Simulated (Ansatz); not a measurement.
Zinc-blende BAs was calculated with PBE (PAW; Ansatz, a quantum-chemistry and plane-wave program).

The same calculation (at the measured cell, 13.626 Å³/atom) with different numerical settings:

| run | k mesh | high-frequency dielectric constant | dielectric constant ε0 (ions relaxed) | zone-centre TO phonon frequency (cm⁻¹) | rough time |
|---|---|---|---|---|---|
| 1 | 4×4×4 | 8.221 | 8.321 | 705.3 | 5 core-s |
| 2 | 6×6×6 | 9.180 | 9.282 | 693.2 | 10 core-s |
| 3 | 8×8×8 | 9.560 | 9.661 | 691.5 | 20 core-s |
| 4 | 12×12×12 | 9.746 | 9.847 | 691.2 | 60 core-s |
| 5 | 16×16×16 | 9.769 | 9.870 | 691.1 | 2 core-min |
| 6 | 20×20×20 | 9.772 | 9.873 | 691.1 | 4 core-min |

In the column static dielectric constant the first row differs from the last by -1.552 and the next to last by -0.003.

The last row is no converged limit: other settings stay fixed.
